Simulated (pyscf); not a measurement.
Optimised with ωB97X-D3(BJ)/def2-SVP in PySCF.

Q: Estimate the classical barrier height and the reaction energy of `[O]=[V]([F])([F])[Cl]` + `[FH]` → `[O]=[V]([F])([F])[F]` + `[ClH]` at M06-2X/def2-TZVP. The step runs on the singlet surface, breaks Cl–V, F–H and forms F–V, Cl–H; take the separated reactants as zero.

A: ΔE‡ = 0.43 eV, ΔE = -0.03 eV. ωB97M-D3(BJ)/def2-TZVP gives 0.47 eV and -0.15 eV. Zero-point energy shifts the barrier by -0.03 eV. It is a four-centre exchange, with an imaginary mode of 636i cm⁻¹. On the reactant side the descent ends in an adduct with a F–V contact, 0.07 eV under the separated species and 0.53 eV under the saddle at ωB97X-D3(BJ)/def2-TZVP. What is counted as formed (F–V) is already present as a longer contact in the reactant adduct; forming that adduct is a step of its own. This is the saddle that the search found; another between the same sides may lie lower.
